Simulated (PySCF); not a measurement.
**AlP: from the state search to spectroscopic constants**

One job finds the state of AlP, follows it along the bond with each method and fits the curves.

Computed with PySCF 2.14.0. Level: Al 6-31G(d,p), P 6-31G(d,p), no relativity.

## (1) Set-up

The job is set up so:

```
atoms                         : Al, P
charge                        : 0
basis                         : Al 6-31G(d,p), P 6-31G(d,p)
Hamiltonian                   : no relativity
basis functions               : 36
electrons treated             : 28
masses in u                   : 26.9815, 30.9738
levels                        : PBE0, PBE, r²SCAN, PW91, M06, BP86, LC-ωPBE, HF, MP2, SCS-MP2, CCSD, CCSD(T)
grid                          : 80 radial by 434 angular points
occupations                   : held fixed by the projection of orbital angular momentum
dissociation limit            : Al + P, each in its ground configuration
starting distance in angstrom : 2.260
values of 2S to try           : 0, 2, 4
```

Started as:

```
OMP_NUM_THREADS=1 python dia.py task.json out
```

The runs that follow: First curve: PBE0; Higher solutions at PBE0; PBE (GGA); r²SCAN (meta-GGA); PW91; M06; BP86 (GGA); LC-ωPBE; UHF (mean field); Adding correlation.

What does the calculation give? Wanted: for each run, Re; ωe; De; μ.

As calculated:

Lowest PBE0 solution found, without spin–orbit coupling: ³Σ⁻ (triplet), unpaired electrons π ↑↑. State 2 has its PBE0 minimum 0.02 eV higher. State 3 has its PBE0 minimum 0.17 eV higher, as a spin-mixed determinant (⟨S²⟩ = 1.02), so this is no gap between pure states. State 4 has its PBE0 minimum 0.34 eV higher, as a spin-mixed determinant (⟨S²⟩ = 1.01), so this is no gap between pure states. The other levels ran on the lowest alone.

| level | Re (Å) | ωe (cm⁻¹) | De (eV) | μ (D) |
| --- | --- | --- | --- | --- |
| UHF | 2.435 | 380 | 1.04 | -1.45 |
| UHF-MP2 | 2.416 | 386 | 1.61 | n/a |
| UHF-SCS-MP2 | 2.426 | 380 | 1.59 | n/a |
| UHF-CCSD | 2.420 | 381 | 1.62 | n/a |
| UHF-CCSD(T) | 2.423 | 378 | 1.69 | n/a |
| PBE | 2.464 | 353 | 2.29 | -0.99 |
| PW91 | 2.462 | 353 | 2.32 | -0.99 |
| BP86 | 2.468 | 350 | 2.32 | -1.02 |
| r²SCAN | 2.442 | 364 | 2.15 | -0.98 |
| PBE0 | 2.438 | 370 | 2.17 | -1.12 |
| M06 | 2.428 | 380 | 2.42 | -1.08 |
| LC-ωPBE | 2.401 | 397 | 2.04 | -1.16 |

De is counted to Al + P in their ground configurations. A positive dipole means Al(−)P(+).

Differences from CCSD(T) in the same basis:

| level | Re (mÅ) | ωe (%) |
| --- | --- | --- |
| UHF | +12 | +0.6 |
| UHF-MP2 | -7 | +2.2 |
| UHF-SCS-MP2 | +3 | +0.4 |
| UHF-CCSD | -2 | +0.7 |
| PBE | +42 | -6.7 |
| PW91 | +39 | -6.7 |
| BP86 | +45 | -7.5 |
| r²SCAN | +19 | -3.8 |
| PBE0 | +15 | -2.1 |
| M06 | +5 | +0.4 |
| LC-ωPBE | -22 | +5.0 |

In words: Judged by CCSD(T) in the same basis: best bond length UHF-CCSD (-2 mÅ), worst BP86 (+45 mÅ); best wavenumber UHF-SCS-MP2 and M06 (+0.4 %), worst BP86 (-7.5 %). CCSD(T) in a basis this small is itself some way from its limit, more so than the functionals. Among the levels with a De in the table, it runs from 1.04 eV (UHF) to 2.42 eV (M06).

Correlated steps freeze 10 core orbitals.
